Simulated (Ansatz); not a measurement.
# B20 (FeSi-type) FeSi

Calculation: r²SCAN-D4 (plane waves, PAW; Ansatz, an electronic-structure program).

Settings: plane-wave cutoff 500 eV, 10×10×10 k mesh, Fermi–Dirac smearing 0.05 eV, no spin polarisation, scalar-relativistic PAW data made under PBE.

Cell: relaxed at this level.

| Quantity | Result |
|---|---|
| volume per atom | 10.58 Å³/atom |
| lattice parameter a | 4.390 Å |
| band gap | 0.33 eV (on the SCF k mesh) |

Measured, for comparison: band gap 0.05 eV (temperature not stated, no zero-point or thermal correction, indirect, transport; lower end of the printed range; as tabulated in Tomczak (2018), arXiv:1802.07220); equilibrium volume per atom 11.26 Å³/atom, lattice constant a 4.483 Å (temperature not stated, no zero-point or thermal correction; as tabulated in Wikipedia's data pages). Computed (rounded) less measured: band gap +0.28 eV, equilibrium volume per atom -6.0 %, lattice constant a -2.1 %.

Cost on a shared machine: around 5 core-minutes (rough).
